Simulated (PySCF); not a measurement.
silicon monoxide (OSi), SMILES O=[Si] (connectivity only; charge and spin as stated), neutral, multiplicity 1. Coordinates come from a B3LYP-D3(BJ)/def2-TZVPD optimisation.

TDA-B3LYP/def2-TZVPD (PySCF) puts the lowest singlet excitations at 5.31, 5.50, 5.50, 5.52, 5.52, 7.41 eV.

What are the lowest excitation roots from PySCF 2.14.0 with ADC(2)/aug-cc-pVDZ? (The exact figures need the calculation; the answer reports its results.)

5.12, 5.12, 5.28, 5.33, 5.33, 6.23 eV. S1 differs by -0.19 eV (second minus first; roots are paired by order, and the bases may differ).
